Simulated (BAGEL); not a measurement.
# One shape, several levels: C3H3FO (SMILES C=CC(=O)F)

Wanted: a comparison of 4 runs (HF/STO-3G, HF/3-21G, HF/6-31G*, HF/def2-SVP) of C3H3FO. 

The results are computed with BAGEL 1.2.2.

12 further runs of the same task are left out: 12 set aside as unsound or not needed.

### 1 The molecule

The species is C3H3FO (8 atoms), meant as a singlet with charge 0. SMILES: `C=CC(=O)F`. One bond was lengthened or shortened from a relaxed shape.

Bond lengths: C1–C2 1.328 Å, C2–C3 1.462 Å, C3–O4 1.183 Å, C3–F5 1.573 Å, C1–H6 1.077 Å, C1–H7 1.078 Å, C2–H8 1.080 Å. Angles: C1–C2–C3 123.4°, C2–C3–O4 128.9°, C2–C3–F5 112.2°, O4–C3–F5 118.9°, C1–C2–H8 122.6°, C3–C2–H8 114.0°, C2–C1–H6 121.6°, C2–C1–H7 121.6°, H6–C1–H7 116.9°.

### 2 The energy at HF/STO-3G (density fitting with qzvpp-jkfit) (run 1)

hf.json

```json
{ "bagel": [

{
  "title": "molecule",
  "basis": "sto-3g",
  "df_basis": "qzvpp-jkfit",
  "angstrom": true,
  "geometry": [
    { "atom": "C", "xyz": [   -0.859921,    0.664763,    0.513500 ] },
    { "atom": "C", "xyz": [   -0.368751,   -0.555677,    0.331930 ] },
    { "atom": "C", "xyz": [    0.822409,   -0.833977,   -0.468660 ] },
    { "atom": "O", "xyz": [    1.334539,   -1.875307,   -0.700570 ] },
    { "atom": "F", "xyz": [    1.453160,    0.474260,   -1.072030 ] },
    { "atom": "H", "xyz": [   -1.740421,    0.835463,    1.109030 ] },
    { "atom": "H", "xyz": [   -0.395301,    1.531393,    0.071380 ] },
    { "atom": "H", "xyz": [   -0.821521,   -1.435247,    0.766260 ] }
  ]
},
{ "title": "hf" },
{ "title": "print", "file": "orbitals.molden", "orbitals": true }

]}
```

Launch:

```bash
$ BAGEL_NUM_THREADS=1 BAGEL hf.json > hf.out
```

Log:

```text
* using 1 threads per process

  ===============================================================
  ===============================================================

  *** Geometry ***

  { "atom" : "C", "xyz" : [     -1.625015,      1.256220,      0.970374 ] },
  { "atom" : "C", "xyz" : [     -0.696838,     -1.050077,      0.627257 ] },
  { "atom" : "C", "xyz" : [      1.554128,     -1.575988,     -0.885639 ] },
  { "atom" : "O", "xyz" : [      2.521913,     -3.543817,     -1.323885 ] },
  { "atom" : "F", "xyz" : [      2.746074,      0.896222,     -2.025843 ] },
  { "atom" : "H", "xyz" : [     -3.288919,      1.578796,      2.095763 ] },
  { "atom" : "H", "xyz" : [     -0.747011,      2.893913,      0.134889 ] },
  { "atom" : "H", "xyz" : [     -1.552450,     -2.712224,      1.448022 ] },

  Number of auxiliary basis functions:      433

  Since a DF basis is specified, we compute 2- and 3-index integrals:
    o Being stored without compression. Storage requirement is 0.003 GB

  Number of basis functions:       28
  Number of electrons      :       38

    * METHOD: MOLECULE                             0.20

  *** RHF ***

  === Nuclear Repulsion ===
   155.8031996674

      * DIIS with orbital gradients will be used.

  === RHF iteration (sto-3g) ===
      0       -285.53064301          0.02963225           0.02
      1       -285.68322370          0.01831231           0.02
      2       -285.73917077          0.00287771           0.02
      3       -285.74265873          0.00124053           0.02
      4       -285.74373387          0.00039546           0.02
      5       -285.74383464          0.00013027           0.02
      6       -285.74384136          0.00005439           0.02
      7       -285.74384237          0.00001422           0.02
      8       -285.74384248          0.00000346           0.02
      9       -285.74384248          0.00000122           0.02
     10       -285.74384249          0.00000057           0.02
     11       -285.74384249          0.00000026           0.02
     12       -285.74384249          0.00000008           0.02
     13       -285.74384249          0.00000003           0.02
     14       -285.74384249          0.00000001           0.02
     15       -285.74384249          0.00000000           0.02
    * SCF iteration converged.

    * Permanent dipole moment:
           (    0.777978,    -0.319111,    -0.504202) a.u.

    * METHOD: HF                                   0.37

    * METHOD: PRINT                                0.00

  ===============================================================
```

Wall time 0.89 s (1 thread of Intel Xeon Platinum 8259CL at 2.50GHz (Skylake/Cascade Lake), shared host).

### 3 The energy at HF/3-21G (density fitting with qzvpp-jkfit) (run 2)

job.json

```json
{ "bagel" : [

{
  "title" : "molecule",
  "basis" : "3-21g",
  "df_basis" : "qzvpp-jkfit",
  "angstrom" : true,
  "geometry" : [
    { "atom" : "C", "xyz" : [      -0.859921,       0.664763,       0.513500 ] },
    { "atom" : "C", "xyz" : [      -0.368751,      -0.555677,       0.331930 ] },
    { "atom" : "C", "xyz" : [       0.822409,      -0.833977,      -0.468660 ] },
    { "atom" : "O", "xyz" : [       1.334539,      -1.875307,      -0.700570 ] },
    { "atom" : "F", "xyz" : [       1.453160,       0.474260,      -1.072030 ] },
    { "atom" : "H", "xyz" : [      -1.740421,       0.835463,       1.109030 ] },
    { "atom" : "H", "xyz" : [      -0.395301,       1.531393,       0.071380 ] },
    { "atom" : "H", "xyz" : [      -0.821521,      -1.435247,       0.766260 ] }
  ]
},

{ "title" : "hf" },

{ "title" : "print", "file" : "orbitals.molden", "orbitals" : true }

]}
```

Launch:

```bash
$ BAGEL_NUM_THREADS=1 BAGEL job.json > job.out
```

Log:

```text
* using 1 threads per process

  ===============================================================
  ===============================================================

  *** Geometry ***

  { "atom" : "C", "xyz" : [     -1.625015,      1.256220,      0.970374 ] },
  { "atom" : "C", "xyz" : [     -0.696838,     -1.050077,      0.627257 ] },
  { "atom" : "C", "xyz" : [      1.554128,     -1.575988,     -0.885639 ] },
  { "atom" : "O", "xyz" : [      2.521913,     -3.543817,     -1.323885 ] },
  { "atom" : "F", "xyz" : [      2.746074,      0.896222,     -2.025843 ] },
  { "atom" : "H", "xyz" : [     -3.288919,      1.578796,      2.095763 ] },
  { "atom" : "H", "xyz" : [     -0.747011,      2.893913,      0.134889 ] },
  { "atom" : "H", "xyz" : [     -1.552450,     -2.712224,      1.448022 ] },

  Number of auxiliary basis functions:      433

  Since a DF basis is specified, we compute 2- and 3-index integrals:
    o Being stored without compression. Storage requirement is 0.009 GB

  Number of basis functions:       51
  Number of electrons      :       38

    * METHOD: MOLECULE                             0.18

  *** RHF ***

  === Nuclear Repulsion ===
   155.8031996674

      * DIIS with orbital gradients will be used.

  === RHF iteration (3-21g) ===
      0       -287.80506457          0.03180660           0.03
      1       -287.92086928          0.02414897           0.03
      2       -288.01435365          0.00262355           0.03
      3       -288.01670461          0.00144959           0.03
      4       -288.01733529          0.00045389           0.03
      5       -288.01750553          0.00020811           0.03
      6       -288.01753408          0.00009245           0.03
      7       -288.01754014          0.00002398           0.03
      8       -288.01754035          0.00001059           0.03
      9       -288.01754038          0.00000579           0.03
     10       -288.01754040          0.00000237           0.03
     11       -288.01754040          0.00000081           0.03
     12       -288.01754040          0.00000036           0.03
     13       -288.01754040          0.00000017           0.03
     14       -288.01754040          0.00000007           0.03
     15       -288.01754040          0.00000004           0.03
     16       -288.01754040          0.00000002           0.03
     17       -288.01754040          0.00000001           0.03
    * SCF iteration converged.

    * Permanent dipole moment:
           (    1.381628,    -0.453519,    -0.908911) a.u.

    * METHOD: HF                                   0.67

    * METHOD: PRINT                                0.01

  ===============================================================
```

Wall time 1.1 s (1 thread of Intel Xeon Platinum 8259CL at 2.50GHz (Skylake/Cascade Lake), shared host).

Run 3 isn't shown in full; the table further down has it.

### 4 The energy at HF/def2-SVP (density fitting with qzvpp-jkfit) (run 4)

input.json

```json
{ "bagel" : [

{
  "title" : "molecule",
  "basis" : "svp",
  "df_basis" : "qzvpp-jkfit",
  "angstrom" : true,
  "geometry" : [
    { "atom" : "C", "xyz" : [   -0.859921,    0.664763,    0.513500 ] },
    { "atom" : "C", "xyz" : [   -0.368751,   -0.555677,    0.331930 ] },
    { "atom" : "C", "xyz" : [    0.822409,   -0.833977,   -0.468660 ] },
    { "atom" : "O", "xyz" : [    1.334539,   -1.875307,   -0.700570 ] },
    { "atom" : "F", "xyz" : [    1.453160,    0.474260,   -1.072030 ] },
    { "atom" : "H", "xyz" : [   -1.740421,    0.835463,    1.109030 ] },
    { "atom" : "H", "xyz" : [   -0.395301,    1.531393,    0.071380 ] },
    { "atom" : "H", "xyz" : [   -0.821521,   -1.435247,    0.766260 ] }
  ]
},
{ "title" : "hf", "charge" : 0 },
{ "title" : "print", "file" : "orbitals.molden", "orbitals" : true }

]}
```

Launch:

```bash
$ BAGEL_NUM_THREADS=1 BAGEL input.json > input.out
```

Log:

```text
* using 1 threads per process

  ===============================================================
  ===============================================================

  *** Geometry ***

  { "atom" : "C", "xyz" : [     -1.625015,      1.256220,      0.970374 ] },
  { "atom" : "C", "xyz" : [     -0.696838,     -1.050077,      0.627257 ] },
  { "atom" : "C", "xyz" : [      1.554128,     -1.575988,     -0.885639 ] },
  { "atom" : "O", "xyz" : [      2.521913,     -3.543817,     -1.323885 ] },
  { "atom" : "F", "xyz" : [      2.746074,      0.896222,     -2.025843 ] },
  { "atom" : "H", "xyz" : [     -3.288919,      1.578796,      2.095763 ] },
  { "atom" : "H", "xyz" : [     -0.747011,      2.893913,      0.134889 ] },
  { "atom" : "H", "xyz" : [     -1.552450,     -2.712224,      1.448022 ] },

  Number of auxiliary basis functions:      433

  Since a DF basis is specified, we compute 2- and 3-index integrals:
    o Being stored without compression. Storage requirement is 0.025 GB

  Number of basis functions:       85
  Number of electrons      :       38

    * METHOD: MOLECULE                             0.26

  *** RHF ***

  === Nuclear Repulsion ===
   155.8031996674

      * DIIS with orbital gradients will be used.

  === RHF iteration (svp) ===
      0       -289.13562744          0.02085898           0.06
      1       -289.27210781          0.01565049           0.06
      2       -289.38229270          0.00202617           0.08
      3       -289.38507498          0.00079099           0.07
      4       -289.38555280          0.00027091           0.06
      5       -289.38564877          0.00014933           0.06
      6       -289.38568596          0.00007087           0.06
      7       -289.38569660          0.00002010           0.06
      8       -289.38569693          0.00000862           0.06
      9       -289.38569698          0.00000450           0.06
     10       -289.38569700          0.00000214           0.06
     11       -289.38569701          0.00000069           0.06
     12       -289.38569701          0.00000037           0.06
     13       -289.38569701          0.00000015           0.06
     14       -289.38569701          0.00000006           0.06
     15       -289.38569701          0.00000003           0.06
     16       -289.38569701          0.00000002           0.06
     17       -289.38569701          0.00000001           0.06
    * SCF iteration converged.

    * Permanent dipole moment:
           (    1.405296,    -0.406317,    -0.931636) a.u.

    * METHOD: HF                                   1.27

    * METHOD: PRINT                                0.01

  ===============================================================
```

Run time: 1.9 s. Hardware: 1 thread of Intel Xeon Platinum 8259CL at 2.50GHz (Skylake/Cascade Lake), shared host; peak memory 0.1 GiB.

### 5 All runs side by side

```tsv
run	level	energy (Eh)	dipole moment (D)	HOMO energy (eV)	LUMO energy (eV)	wall time
1	HF/STO-3G (density fitting with qzvpp-jkfit)	-285.743842	2.49	-9.44	5.58	0.89 s
2	HF/3-21G (density fitting with qzvpp-jkfit)	-288.017540	4.36	-11.63	1.85	1.1 s
3	HF/6-31G* (density fitting with qzvpp-jkfit, spherical functions)	-289.610025	4.35	-11.56	1.90	1.9 s
4	HF/def2-SVP (density fitting with qzvpp-jkfit)	-289.385697	4.41	-11.74	1.61	1.9 s
```

### 6 Results

| quantity | value |
| --- | --- |
| run 4: total energy | -289.38570 Eh |
| run 4: dipole moment | 4.41 D |
| run 4: HOMO energy | -11.74 eV |
| run 4: LUMO energy | 1.61 eV |
| run 4: HOMO–LUMO gap | 13.35 eV |

In words: The dipole moment (its size) runs from 2.49 D (HF/STO-3G) to 4.41 D (HF/def2-SVP). The HOMO–LUMO gap runs from 13.35 eV (HF/def2-SVP) to 15.02 eV (HF/STO-3G). In run 1 the basis is minimal, so the values are rough. All runs together took 5.8 s, the longest 1.9 s.
